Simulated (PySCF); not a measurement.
Species: MgF (doublet state).
Cartesian coordinates in Å at the PBE0-D3(BJ)/def2-SVP level; atoms count from 1:
```xyz
2
MgF angstrom
F      0.887   -0.001   -0.011
Mg    -0.881    0.004   -0.017
```

Method used: PySCF 2.14.0, PBE0-D3(BJ)/def2-SVP geometry optimisation, gas phase.

Masses are those of the commonest isotopes; rigid-rotor values at the optimised geometry. 

**Question.** What are the moment of inertia and the rotational constant?

**Answer.** I = 33.137 u·Å², B = 505379 MHz·u·Å²/I = 15251 MHz (0.5087 cm⁻¹, or 0.732 K as hB/k). For two atoms I = μr² with μ = 10.6012 u and r = 1.7680 Å.

**Question.** List the first levels of a rigid rotor in a Σ state.

**Answer.** E(J) = BJ(J+1): J = 1: 1.017, J = 2: 3.052, J = 3: 6.105, J = 4: 10.175, J = 5: 15.262, J = 6: 21.366 cm⁻¹. For this open shell read J as N, the rotation without spin; fine and hyperfine splittings come on top.

**Question.** Where do the first rotational lines fall?

**Answer.** The dipole is 3.12 D; J+1 ← J lies at 2B(J+1): 1 ← 0 at 30.50 GHz, 2 ← 1 at 61.00 GHz, 3 ← 2 at 91.51 GHz, 4 ← 3 at 122.01 GHz, 5 ← 4 at 152.51 GHz, 6 ← 5 at 183.01 GHz.

**Question.** Estimate the classical rotational partition function at 10 K, 100 K and 500 K.

**Answer.** Point group C∞v, symmetry number σ = 1; q = kT/(σhB), k/h = 20836.6 MHz/K: 13.7 at 10 K, 137 at 100 K, 683 at 500 K.

Stationary, but not proved a minimum. ⟨S²⟩ = 0.750 (exact for a doublet: 0.75). These are rigid-rotor constants of the computed structure; measured ground-state constants (B0) also hold zero-point vibration.
